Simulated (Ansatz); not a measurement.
`C#CC(C)F` + H₂ → `C#CCC` + H–F  (hydrogenolysis of a C–F bond)

Gas-phase electronic energies from Ansatz, PBE0-D4/def2-TZVP geometries. CCSD(T)/CBS adds triple-zeta CCSD(T) − MP2 to the extrapolated MP2 energy (def2 sets, frozen cores). This one scheme is used for every species. Functionals use def2-TZVPP. B3LYP here is the variant with VWN-RPA as its local correlation; programs differ in this. HSE06 is defined as in plane-wave codes.

`C#CC(C)F`:

```xyz
10

C     0.958   -2.081   -0.030
C     0.383   -1.061   -0.292
C    -0.331    0.176   -0.579
C    -0.343    1.128    0.597
F     0.259    0.809   -1.666
H     1.472   -2.985    0.194
H    -1.356   -0.068   -0.881
H    -0.880    2.038    0.325
H    -0.839    0.662    1.449
H     0.678    1.383    0.882
```

H₂:

Cartesian coordinates in Å:
```
H 0.079 0.168 0.323
H -0.079 -0.168 -0.323
```

`C#CCC`:

```xyz
10

C    -0.936    0.335   -2.062
C    -0.626    0.397   -0.903
C    -0.234    0.450    0.495
C     0.799   -0.612    0.862
H    -1.214    0.286   -3.088
H     0.161    1.448    0.713
H    -1.128    0.333    1.117
H     1.064   -0.535    1.918
H     0.407   -1.613    0.677
H     1.707   -0.490    0.269
```

H–F:

Cartesian coordinates in Å:
```
F -0.040 0.458 -0.022
H 0.040 -0.458 0.022
```

```csv
level,ΔE (kJ/mol),difference from CCSD(T)/CBS
LDA (SPW92),-92.0,13.9
PBE-D4,-93.2,12.7
revPBE-D4,-92.2,13.7
BLYP-D4,-86.7,19.2
r2SCAN-D4,-91.0,14.9
B97M-V,-93.0,12.9
PBE0-D4,-101.7,4.2
B3LYP-D4,-94.0,11.9
r2SCANh-D4,-94.6,11.3
HSE06-D4,-101.8,4.1
BHLYP-D4,-99.6,6.3
CAM-B3LYP-D4,-93.5,12.4
ωB97X-V,-93.0,12.9
ωB97M-V,-95.4,10.5
B2PLYP,-99.1,6.8
PBE-QIDH,-107.4,-1.5
PBE,-94.4,11.5
revPBE,-95.8,10.1
BLYP,-89.3,16.6
r2SCAN,-91.3,14.6
B3LYP,-95.8,10.1
r2SCANh,-95.0,10.9
r2SCAN0,-100.0,5.9
HSE06,-102.7,3.2
BHLYP,-100.9,5.0
CAM-B3LYP,-94.5,11.4
LC-ωPBE,-102.1,3.8
HF/def2-SVP,-98.1,7.8
MP2/def2-SVP,-97.0,8.9
CCSD/def2-SVP,-94.7,11.2
CCSD(T)/def2-SVP,-91.6,14.3
HF/def2-TZVPP,-104.0,1.9
MP2/def2-TZVPP,-108.4,-2.5
SCS-MP2/def2-TZVPP,-103.5,2.4
CCSD/def2-TZVPP,-105.3,0.6
CCSD(T)/def2-TZVPP,-102.3,3.6
HF/def2-QZVPP,-104.5,1.4
MP2/def2-QZVPP,-110.7,-4.8
HF/CBS(def2),-104.5,1.4
CCSD/CBS(def2),-109.0,-3.1
CCSD(T)/CBS,-105.9,0
```

Largest T1 diagnostic among the species: 0.011.

From BLYP to BHLYP (50 % exact exchange), in def2-TZVPP and without D4, ΔE moves by −11.7 kJ/mol. At CCSD(T), def2-SVP lies +14.3 kJ/mol from the extrapolated value and def2-TZVPP +3.6 kJ/mol.
